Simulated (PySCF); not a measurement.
PySCF input (TPSS/def2-TZVPD):

```python
from pyscf import gto, scf, dft

mol = gto.M(
    atom='''
    Li   -0.00000000   -0.00000000   -1.52942300
    F     0.00000000    0.00000000    0.50980767
    ''',
    basis='def2-tzvpd',
    charge=1,
    spin=1,
    symmetry='C2v',
    verbose=4,
)

mf = dft.UKS(mol, xc='tpss').density_fit(auxbasis='def2-universal-jkfit')
mf.grids.level = 3
mf.conv_tol = 1e-9
mf.max_cycle = 100
mf.max_memory = 1500
mf.kernel()
if not mf.converged:
    mf = mf.newton()
    mf.kernel(mf.make_rdm1())
mf.analyze()
```

Output:

```
PySCF version 2.14.0

[INPUT] verbose = 4
[INPUT] num. atoms = 2
[INPUT] num. electrons = 11
[INPUT] charge = 1
[INPUT] spin (= nelec alpha-beta = 2S) = 1
[INPUT] symmetry C2v subgroup None
[INPUT] Mole.unit = angstrom
[INPUT] Symbol           X                Y                Z      unit          X                Y                Z       unit  Magmom
[INPUT]  1 Li     0.000000000000   0.000000000000  -1.529423000000 AA    0.000000000000   0.000000000000  -2.890190598611 Bohr   0.0
[INPUT]  2 F      0.000000000000   0.000000000000   0.509807670000 AA    0.000000000000   0.000000000000   0.963396872503 Bohr   0.0

nuclear repulsion = 7.00645832030371
point group symmetry = Coov, use subgroup C2v
symmetry origin: [0.00000000e+00 0.00000000e+00 4.72431546e-09]
symmetry axis x: [1. 0. 0.]
symmetry axis y: [0. 1. 0.]
symmetry axis z: [0. 0. 1.]
num. orbitals of irrep A1 = 27
num. orbitals of irrep A2 = 4
num. orbitals of irrep B1 = 13
num. orbitals of irrep B2 = 13
number of shells = 23
number of NR pGTOs = 78
number of NR cGTOs = 57
basis = def2-tzvpd
ecp = {}

******** <class 'pyscf.df.df_jk.DFSymAdaptedUKS'> ********
method = DFSymAdaptedUKS
initial guess = minao
damping factor = 0
level_shift factor = 0
DIIS = <class 'pyscf.scf.diis.CDIIS'>
diis_start_cycle = 1
diis_space = 8
diis_damp = 0
SCF conv_tol = 1e-09
SCF conv_tol_grad = None
SCF max_cycles = 100
direct_scf = False
number electrons alpha = 6  beta = 5
XC library pyscf.dft.libxc version 7.1.2
    S. Lehtola, C. Steigemann, M. J. T. Oliveira, and M. A. L. Marques,  SoftwareX 7, 1–5 (2018)
XC functionals = tpss
    J. Tao, J. P. Perdew, V. N. Staroverov, and G. E. Scuseria,  Phys. Rev. Lett. 91, 146401 (2003)
    J. P. Perdew, J. Tao, V. N. Staroverov, and G. E. Scuseria,  J. Chem. Phys. 120, 6898 (2004)
    J. Tao, J. P. Perdew, V. N. Staroverov, and G. E. Scuseria,  Phys. Rev. Lett. 91, 146401 (2003)
    J. P. Perdew, J. Tao, V. N. Staroverov, and G. E. Scuseria,  J. Chem. Phys. 120, 6898 (2004)
radial grids:
    Treutler-Ahlrichs [JCP 102, 346 (1995); DOI:10.1063/1.469408] (M4) radial grids

becke partition: Becke, JCP 88, 2547 (1988); DOI:10.1063/1.454033
pruning grids: <function nwchem_prune>
grids dens level: 3
symmetrized grids: C2v
atomic radii adjust function: <function treutler_atomic_radii_adjust>
small_rho_cutoff = 0
Freeze 0 electrons in irreps []
[...]
beta  HOMO (B1) = -0.641807646023268  LUMO (B2) = -0.578762061080755
  HOMO = -0.641807646023  LUMO = -0.578762061081  gap/eV = 1.71556
Extra cycle  E= -107.071353214946  delta_E= -1.56e-13  |g|= 1.24e-07  |ddm|= 2.79e-07
converged SCF energy = -107.071353214946  <S^2> = 0.75165657  2S+1 = 2.0016559
**** SCF Summaries ****
Total Energy =                        -107.071353214946328
Nuclear Repulsion Energy =               7.006458320303706
One-electron Energy =                 -159.732674220358490
Two-electron Energy =                   45.654862685108455
Two-electron Coulomb Energy =           57.730797988184236
DFT Exchange-Correlation Energy =      -12.075935303075784
HOMO-LUMO gap [eV] =                     1.715557748727409
Wave-function symmetry = B2
alpha occupancy for each irrep:     A1   A2   B1   B2
                                     4    0    1    1
beta  occupancy for each irrep:     A1   A2   B1   B2
                                     4    0    1    0
**** MO energy ****
alpha MO #1 (A1 #1), energy= -24.7800055172115 occ= 1
alpha MO #2 (A1 #2), energy= -2.23383683731546 occ= 1
alpha MO #3 (A1 #3), energy= -1.41536910567087 occ= 1
alpha MO #4 (B2 #1), energy= -0.760701068083833 occ= 1
alpha MO #5 (A1 #4), energy= -0.683263344385196 occ= 1
alpha MO #6 (B1 #1), energy= -0.667977067276565 occ= 1
alpha MO #7 (A1 #5), energy= -0.244165411492439 occ= 0
alpha MO #8 (B2 #2), energy= -0.177384383320222 occ= 0
alpha MO #9 (B1 #2), energy= -0.174136001745085 occ= 0
alpha MO #10 (A1 #6), energy= -0.15532718466217 occ= 0
alpha MO #11 (A1 #7), energy= -0.0683319413276635 occ= 0
alpha MO #12 (B2 #3), energy= -0.0636106468508071 occ= 0
alpha MO #13 (B1 #3), energy= -0.0627083956280999 occ= 0
alpha MO #14 (A1 #8), energy= -0.0587977943005404 occ= 0
alpha MO #15 (B2 #4), energy= -0.0395036738047065 occ= 0
alpha MO #16 (B1 #4), energy= -0.0335294524523159 occ= 0
alpha MO #17 (A1 #9), energy= -0.0186002499305688 occ= 0
alpha MO #18 (A1 #10), energy= 0.0977395283940012 occ= 0
alpha MO #19 (A1 #11), energy= 0.173334134720352 occ= 0
alpha MO #20 (B2 #5), energy= 0.213021593066906 occ= 0
alpha MO #21 (B1 #5), energy= 0.217815704855107 occ= 0
alpha MO #22 (A2 #1), energy= 0.228405243096788 occ= 0
alpha MO #23 (A1 #12), energy= 0.228912862601934 occ= 0
alpha MO #24 (B2 #6), energy= 0.328873677627681 occ= 0
alpha MO #25 (B1 #6), energy= 0.336367340506152 occ= 0
alpha MO #26 (A1 #13), energy= 0.415040151351022 occ= 0
alpha MO #27 (B2 #7), energy= 0.439249960471459 occ= 0
alpha MO #28 (B1 #7), energy= 0.467579171185479 occ= 0
alpha MO #29 (A1 #14), energy= 0.646714074870765 occ= 0
alpha MO #30 (A1 #15), energy= 0.765748412162871 occ= 0
alpha MO #31 (A1 #16), energy= 1.23381619669077 occ= 0
alpha MO #32 (A1 #17), energy= 1.83779170068716 occ= 0
alpha MO #33 (A2 #2), energy= 1.84347154467947 occ= 0
alpha MO #34 (B2 #8), energy= 1.86340157414579 occ= 0
alpha MO #35 (B1 #8), energy= 1.91278828047306 occ= 0
alpha MO #36 (A1 #18), energy= 1.95166487949029 occ= 0
alpha MO #37 (B2 #9), energy= 2.84617021159199 occ= 0
alpha MO #38 (B1 #9), energy= 2.91631403524892 occ= 0
alpha MO #39 (A1 #19), energy= 2.98766002785872 occ= 0
alpha MO #40 (A1 #20), energy= 3.62795857749195 occ= 0
alpha MO #41 (B2 #10), energy= 5.41901828271487 occ= 0
alpha MO #42 (B1 #10), energy= 5.41937238856677 occ= 0
alpha MO #43 (A1 #21), energy= 5.55144071808099 occ= 0
alpha MO #44 (B2 #11), energy= 6.46336511962543 occ= 0
alpha MO #45 (A1 #22), energy= 6.47591089462596 occ= 0
alpha MO #46 (B1 #11), energy= 6.47617902552755 occ= 0
alpha MO #47 (A2 #3), energy= 6.50258761874975 occ= 0
alpha MO #48 (B2 #12), energy= 6.50263264254235 occ= 0
alpha MO #49 (B1 #12), energy= 6.5529648706942 occ= 0
alpha MO #50 (A1 #23), energy= 6.56592534009081 occ= 0
alpha MO #51 (A1 #24), energy= 7.94380321975131 occ= 0
alpha MO #52 (A2 #4), energy= 7.95932943263765 occ= 0
alpha MO #53 (B2 #13), energy= 7.97284822687402 occ= 0
alpha MO #54 (B1 #13), energy= 8.05014153672775 occ= 0
alpha MO #55 (A1 #25), energy= 8.07544531837929 occ= 0
alpha MO #56 (A1 #26), energy= 13.9524602301617 occ= 0
alpha MO #57 (A1 #27), energy= 56.3703430861478 occ= 0
beta  MO #1 (A1 #1), energy= -24.7484871932461 occ= 1
beta  MO #2 (A1 #2), energy= -2.23394239670368 occ= 1
beta  MO #3 (A1 #3), energy= -1.33488579003398 occ= 1
beta  MO #4 (A1 #4), energy= -0.657082308644959 occ= 1
beta  MO #5 (B1 #1), energy= -0.641807646023268 occ= 1
beta  MO #6 (B2 #1), energy= -0.578762061080755 occ= 0
beta  MO #7 (A1 #5), energy= -0.242359893742083 occ= 0
beta  MO #8 (B1 #2), energy= -0.174189786131278 occ= 0
beta  MO #9 (B2 #2), energy= -0.171658097284528 occ= 0
beta  MO #10 (A1 #6), energy= -0.150638320615997 occ= 0
beta  MO #11 (A1 #7), energy= -0.0664991838938866 occ= 0
beta  MO #12 (B1 #3), energy= -0.0629662438628427 occ= 0
beta  MO #13 (B2 #3), energy= -0.0622364655206062 occ= 0
beta  MO #14 (A1 #8), energy= -0.0585583862110811 occ= 0
beta  MO #15 (B1 #4), energy= -0.0321165117626828 occ= 0
beta  MO #16 (B2 #4), energy= -0.0261423154570646 occ= 0
beta  MO #17 (A1 #9), energy= -0.0163859618258095 occ= 0
beta  MO #18 (A1 #10), energy= 0.103159910788243 occ= 0
beta  MO #19 (A1 #11), energy= 0.176408769931086 occ= 0
beta  MO #20 (B1 #5), energy= 0.217491356840974 occ= 0
beta  MO #21 (B2 #5), energy= 0.218118277577693 occ= 0
beta  MO #22 (A2 #1), energy= 0.240925467617687 occ= 0
beta  MO #23 (A1 #12), energy= 0.244229722519769 occ= 0
beta  MO #24 (B1 #6), energy= 0.33707851756484 occ= 0
beta  MO #25 (B2 #6), energy= 0.337939993179509 occ= 0
beta  MO #26 (A1 #13), energy= 0.420997600157769 occ= 0
beta  MO #27 (B1 #7), energy= 0.475584664228704 occ= 0
beta  MO #28 (B2 #7), energy= 0.491103375279175 occ= 0
beta  MO #29 (A1 #14), energy= 0.652893390288689 occ= 0
beta  MO #30 (A1 #15), energy= 0.788668699863202 occ= 0
beta  MO #31 (A1 #16), energy= 1.23655866875957 occ= 0
beta  MO #32 (A2 #2), energy= 1.90568143261088 occ= 0
beta  MO #33 (A1 #17), energy= 1.91724217824993 occ= 0
beta  MO #34 (B1 #8), energy= 1.92107420272877 occ= 0
beta  MO #35 (B2 #8), energy= 1.92543898303495 occ= 0
beta  MO #36 (A1 #18), energy= 1.97613100317 occ= 0
beta  MO #37 (B1 #9), energy= 2.94946678814667 occ= 0
beta  MO #38 (B2 #9), energy= 2.98429701903371 occ= 0
beta  MO #39 (A1 #19), energy= 3.02094062637191 occ= 0
beta  MO #40 (A1 #20), energy= 3.69213325273591 occ= 0
beta  MO #41 (B2 #10), energy= 5.41907654838805 occ= 0
beta  MO #42 (B1 #10), energy= 5.41934636964715 occ= 0
beta  MO #43 (A1 #21), energy= 5.55196895027645 occ= 0
beta  MO #44 (B2 #11), energy= 6.56321047391091 occ= 0
beta  MO #45 (A2 #3), energy= 6.5654830429313 occ= 0
[...]
```
